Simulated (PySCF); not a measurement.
# C4H4S: the cost of one run

Computed with PySCF 2.14.0, with density-fitted response routines of our own, on a single molecule in the gas phase. Atoms are numbered from 0 throughout.

## Step 1: The starting structure

9 atoms, charge 0, multiplicity 1; geometry from: MMFF94s. The atoms were then displaced at random by about 0.03 Å, so the start is not that level's minimum.

Bonds of the start (Å): C0–C1 1.52, C1–C2 1.39, C2–S3 1.86, S3–C4 1.68, C4–C0 1.39, C0–H5 0.97, C1–H6 1.05, C2–H7 1.00, C4–H8 1.08.

## Step 2: Optimising the geometry at PBE0-D3(BJ)/def2-SVP

The job: settings as JSON, then the geometry in Å.

```
{"job": {"xc": "PBE0", "basis": "def2-SVP", "d3": "d3bj", "grid": 1, "shake": 0.03, "kind": "geom"}, "charge": 0, "multiplicity": 1}
C      0.594460    -0.924810     0.097500
C     -0.869510    -0.531370     0.120300
C     -1.127880     0.824770    -0.074660
S      0.495550     1.700520    -0.273120
C      1.314450     0.241880    -0.152480
H      0.919430    -1.834430     0.192750
H     -1.622770    -1.239190     0.278560
H     -1.966330     1.372750    -0.077270
H      2.395330     0.320450    -0.137240
```

On the command line:

```sh
> OMP_NUM_THREADS=1 python probes_run.py task.json out
```

This one command runs all jobs of the session in turn.

Q: Estimate the wall time and peak memory of this first job on 1 thread of AMD EPYC 7R43, shared host.

About 30 s, with a peak of 0.39 GiB.
